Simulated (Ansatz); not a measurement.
Geometry optimisation, UKS PBE-D4/def2-SVP (Ansatz 0.2.0).

Input file:

```yaml
crystal:
  periodic: [false, false, false]
  atoms:
    - { symbol: F, position_ang: [-1.0867, 1.1932, 1.1188] }
    - { symbol: C, position_ang: [-0.2553, 0.854, 0.1578] }
    - { symbol: C, position_ang: [0.5696, -0.3487, 0.3775] }
    - { symbol: C, position_ang: [-0.0093, -0.9579, -0.5971] }
    - { symbol: O, position_ang: [-0.8515, 0.0188, -0.8863] }
    - { symbol: H, position_ang: [0.2596, 1.7344, -0.2892] }
    - { symbol: H, position_ang: [1.4284, -0.5925, 1.0756] }
    - { symbol: H, position_ang: [-1.41842, -0.33627, -1.61611] }
magnetization:
  spin_polarized: true
basis:
  gaussian: { orbitals: def2-SVP }
hamiltonian:
  xc: pbe
  dispersion: d4
relax:
  f_tol: 0.02
  max_steps: 50
```

Launched with:

```bash
$ ansatz run input.yaml --threads 2 --pin off --max-ram 3072MiB --backend cpu --events-out ev --progress --plain --runs-dir out
```

**Question.** Where does it end, and by what steps?

**Answer.** The run converged. After 19 steps the energy has fallen by 2.538 eV; C4 moved furthest, 1.25 Å. The start is strongly strained (largest force component 8 eV/Å), so its close contacts needn't be bonds. Parted: C4–O5 (1.32 → 2.89 Å).

```tsv
step	energy less start (eV)	largest force component (eV/Å)	accepted
0	0.0000	8.449	yes
1	-0.9805	3.739	yes
2	-1.4744	1.015	yes
3	-1.6614	0.988	yes
4	-1.8263	1.844	yes
5	-1.9814	2.453	yes
6	-2.1188	1.799	yes
7	-2.2572	1.163	yes
8	-2.3278	0.285	yes
9	-2.3574	0.396	yes
10	-2.4161	0.644	yes
11	-2.4196	1.497	yes
12	-2.3919	2.209	no
13	-2.4768	2.413	yes
14	-2.5235	0.990	yes
15	-2.5289	0.512	yes
16	-2.5367	0.080	yes
17	-2.5376	0.042	yes
18	-2.5379	0.031	yes
19	-2.5380	0.016	yes
```

```xyz
8
Properties=species:S:1:pos:R:3
F -1.009 1.094 1.018
C -0.355 0.595 -0.108
C 0.613 -0.481 0.318
C 0.909 -1.671 -0.150
O -1.250 0.055 -1.005
H 0.213 1.462 -0.529
H 1.282 -0.277 1.186
H -1.767 0.788 -1.389
```

Whether the end is a true minimum wasn't checked by a vibrational analysis.

Time of the run: 31 s on 2 threads of Intel(R) Xeon(R) Platinum 8375C CPU @ 2.90GHz (Ice Lake) (shared host), peak memory 0.16 GiB.
